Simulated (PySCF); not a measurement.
PySCF input file for methyl formate (C₂H₄O₂), SMILES COC=O, PBE/pcSseg-1. Geometry: ωB97X-D3(BJ)/def2-SVP. Other conformers were not sampled.

```python
import numpy as np
from pyscf import gto, scf, dft
from pyscf.prop.nmr import rks as nmr

mol = gto.M(
    atom='''
    C    -0.39457673   -1.35887294    0.00000000
    O     0.72568869   -0.47397627   -0.00000000
    C     0.43280071    0.82864892   -0.00000000
    O    -0.67402896    1.29059111   -0.00000000
    H    -1.01641009   -1.19759518   -0.89357934
    H     0.01722535   -2.37545452   -0.00000000
    H    -1.01641009   -1.19759518    0.89357934
    H     1.37297316    1.41907031    0.00000001
    ''',
    basis='pcSseg-1',
    charge=0,
    spin=0,
    max_memory=1600,
    verbose=3,
)
mf = dft.RKS(mol, xc='pbe')
mf.grids.level = 3
mf.conv_tol = 1e-10
mf.max_cycle = 100
mf.kernel()
n = nmr.NMR(mf)
n.verbose = 2
n.max_cycle_cphf = 60
sigma = n.kernel()
print('atom   isotropic/ppm   span/ppm')
for i, s in enumerate(sigma):
    w = np.linalg.eigvalsh((s + s.T) / 2)
    print(f'{mol.atom_symbol(i):2s}{i + 1:3d} {w.mean():14.3f} {w[2] - w[0]:11.3f}')
```

Program output:

```
converged SCF energy = -228.790071020666
atom   isotropic/ppm   span/ppm
C   1        127.232      76.273
O   2        118.001     291.541
C   3         18.262     149.736
O   4       -120.105     678.132
H   5         27.377       8.442
H   6         27.619       7.639
H   7         27.377       8.442
H   8         23.276       8.233
```

The run converged.

Cost: around 5 core-seconds (rough).
